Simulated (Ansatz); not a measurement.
Ansatz (a program for electronic structure) input (B2PLYP/def2-TZVPD):

Ansatz 0.2 input:
```yaml
crystal:
  periodic: [false, false, false]
  atoms:
    - {symbol: C, position_ang: [1.31248259, -0.40730475, -0.01581883]}
    - {symbol: C, position_ang: [0.21233569, 0.49170516, -0.00153984]}
    - {symbol: O, position_ang: [-1.30999238, -0.17014658, 0.01473458]}
    - {symbol: H, position_ang: [-1.90838626, 0.59467321, 0.02300549]}
    - {symbol: H, position_ang: [0.15861567, 1.11525560, 0.89952544]}
    - {symbol: H, position_ang: [0.13796085, 1.11854325, -0.89884804]}
    - {symbol: H, position_ang: [1.48189181, -0.98851779, 0.89309476]}
    - {symbol: H, position_ang: [1.46094728, -0.98518403, -0.93050226]}
basis:
  gaussian:
    orbitals: def2-TZVPD
hamiltonian:
  xc: {name: B2PLYP}
total_charge: -1
magnetization: {spin_polarized: false}
correlation: {electrons: outside_noble_gas}
```

Output:

```
Functional definition: B2PLYP
integrals: 0.17 GiB planned
1100 factors; integrals over basis functions are off by at most 9.8e-4 eV
mean field: 0.68 GiB planned
mean field evaluation 1: about -4191.0712 eV, gradient 3.1e1 eV
mean field evaluation 2: about -4191.0711 eV, gradient 3.1e1 eV
mean field evaluation 4: about -4193.4806 eV, gradient 3.3e0 eV
mean field evaluation 8: about -4193.5133 eV, gradient 1.4e-1 eV
mean field evaluation 16: about -4193.5133 eV, gradient 4.2e-5 eV
mean field -4193.51334293 eV, -154.1087728872 hartree, gradient 4.3e-6 eV, S^2 0.000000; 0 other end points of the search recorded, 0 dependent functions left out
3 core orbitals not correlated
reference -4193.51350557 eV, -154.1087788640 hartree; 10, 10 occupied and 146, 146 virtual orbitals, 1100 factors
second order -20.63234433 eV of doubles, -0.00000000 eV of singles
Total energy: -4199.08423854 eV, -154.3134995247 hartree
```

It need not be the lowest isomer of its formula. Whether it binds its extra electron was not tested at this geometry.
